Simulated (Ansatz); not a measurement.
Basis-set extrapolation for C$_{5}$H$_{12}$S, SMILES `CCSC(C)C` (PBE0-D4/def2-TZVP geometry, frozen core, Ansatz 0.2.0). Multiplicity 1, RHF reference.

```
                      def2-TZVPP   def2-QZVPP
                 HF  -593.943344  -593.964103
    MP2 correlation    -1.066135    -1.137164
CCSD(T) correlation    -1.184065      not run
```

Energies in hartree. Use E(X) = E(∞) + A·exp(−7.88·√X) for Hartree–Fock and E(X) = E(∞) + B·X^(−2.97) for correlation, with X = 3 and 4, and add CCSD(T) minus MP2 of the smaller set to the MP2 limit.

**Question.** What is the CCSD(T) energy at the basis-set limit?

**Answer.** HF limit: -593.964103 + (-0.020759) × 0.13774 = -593.96696. MP2 limit: -1.137164 + (-0.071029) × 0.74074 = -1.18978. Higher-order term: -1.184065 − (-1.066135) = -0.11793. Total: -595.27467 hartree, 92.4 kcal/mol below CCSD(T)/def2-TZVPP.
